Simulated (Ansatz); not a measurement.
The input, for Ansatz 0.2.0:

```yaml
crystal:
  periodic: [false, false, false]
  atoms:
    - {symbol: Si, position_ang: [0.000000, -0.004520, 1.567758]}
    - {symbol: Ge, position_ang: [0.000000, -0.024452, -0.582835]}
    - {symbol: H, position_ang: [0.000000, 1.326033, 0.524292]}
    - {symbol: H, position_ang: [0.000000, 0.562087, -2.205055]}
basis:
  gaussian: {orbitals: cc-pVTZ}
correlation: {method: sc_nevpt2, electrons: outside_noble_gas, active_space: {window: {electrons: 10, orbitals: 10}, shells: [{species: Ge, l: s, shell: 4}, {species: Ge, l: p, shell: 4}, {species: H, l: s, shell: 1}, {species: Si, l: s, shell: 3}, {species: Si, l: p, shell: 3}]}}
```

```sh
$ ansatz run in.yaml --threads 2 --pin off --events-out ev --progress --plain --max-ram 16896MiB --backend cuda --devices 0, --max-vram 18GiB
```

The program prints:

```
1269 factors; integrals over basis functions are off by at most 2.4e-7 eV
mean field evaluation 1: about -64365.0240 eV, gradient 9.1e0 eV
mean field evaluation 2: about -64365.2099 eV, gradient 9.0e0 eV
mean field evaluation 4: about -64365.7544 eV, gradient 1.4e0 eV
mean field evaluation 8: about -64365.7698 eV, gradient 7.8e-2 eV
mean field evaluation 16: about -64365.7700 eV, gradient 2.5e-6 eV
mean field -64365.76998128 eV, -2365.3984181261 hartree, gradient 2.5e-6 eV, S^2 0.000000; 0 other end points of the search recorded, 0 dependent functions left out; unrestricted orbitals would lower it
reference -64365.76998128 eV, -2365.3984181261 hartree; 24, 24 occupied and 81, 81 virtual orbitals, 1269 factors
state -64368.62093599 eV, -2365.5031887793 hartree
state -64368.62093599 eV, -2365.5031887793 hartree; corrected -64372.18379484 eV, -2365.6341214270 hartree
Total energy: -64372.18379484 eV, -2365.6341214270 hartree
Checks for a lower state left out: starts, orbital_swaps
```

Natural occupations: 1.9861 1.9615 1.9470 1.9248 1.9115 0.0944 0.0786 0.0451 0.0328 0.0180.

Ran on 2 threads of AMD EPYC 7R13 with a shared H100 80 GB, shared host: 29 s wall, 0.84 GiB peak host memory.
